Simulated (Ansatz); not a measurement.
Geometry optimisation, RKS r2SCANh-D4/def2-SVP (Ansatz 0.2.0).

Input:

```yaml
crystal:
  periodic: [false, false, false]
  atoms:
    - { symbol: "N", position_ang: [-0.8703, 0.6118, 0.0032] }
    - { symbol: Mg, position_ang: [0.581, -0.7489, 0.3175] }
    - { symbol: F, position_ang: [1.969, -2.0666, 0.6126] }
    - { symbol: H, position_ang: [-0.3933, 1.608, 0.0376] }
    - { symbol: H, position_ang: [-1.2366, 0.5221, -1.0123] }
basis:
  gaussian: { orbitals: def2-SVP }
hamiltonian:
  xc: r2scanh
  dispersion: d4
relax:
  f_tol: 0.02
  max_steps: 40
scf:
  lower_state_search: "off"
```

Run as:

```bash
$ ansatz run input.yaml --threads 1 --pin off --max-ram 2048MiB --backend cpu --events-out ev --progress --plain --runs-dir out
```

Question: Where does it end, and by what steps?

Answer: It converged. After 6 steps the energy has fallen by 0.672 eV; N1 moved furthest, 0.39 Å.

```tsv
step	energy less start (eV)	largest force component (eV/Å)	accepted
0	0.0000	2.330	yes
1	-0.4559	1.088	yes
2	-0.6049	0.503	yes
3	-0.6658	0.264	yes
4	-0.6713	0.121	yes
5	-0.6718	0.028	yes
6	-0.6718	0.004	yes
```

```xyz
5
Properties=species:S:1:pos:R:3
N -0.549 0.605 -0.219
Mg 0.672 -0.749 0.241
F 1.816 -2.017 0.673
H -0.555 1.561 0.123
H -1.333 0.526 -0.859
```

Whether the end is a true minimum wasn't checked by a vibrational analysis.

The run took 14 s on 1 thread of Arm Neoverse V1 (shared host), peak memory 0.12 GiB.
